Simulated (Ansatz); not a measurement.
Cartesian coordinates in Å:
```
N 0.844 1.127 -0.787
C 0.072 0.130 -0.275
C -0.872 -0.742 -0.271
F -1.851 -1.354 -0.908
C -0.319 -0.482 1.065
H 1.751 1.221 -0.358
H 0.886 1.163 -1.794
H -0.866 0.138 1.787
H 0.356 -1.200 1.541
```

Charge 0, multiplicity 1.

Q: List the r2SCAN/def2-TZVPP orbital energies in eV (Ansatz 0.2.0). (An estimate is asked.)

A: The calculation gave: Occupied: -666.85, -386.12, -274.89, -274.25, -273.51, -32.46, -24.56, -22.53, -15.72, -15.15, -14.06, -13.47, -12.09, -11.70, -10.58, -8.71, -8.12, -7.83, -4.94. Lowest empty: 0.60, 1.00, 1.93, 2.24, 2.53, 3.71, 3.89, 4.51.
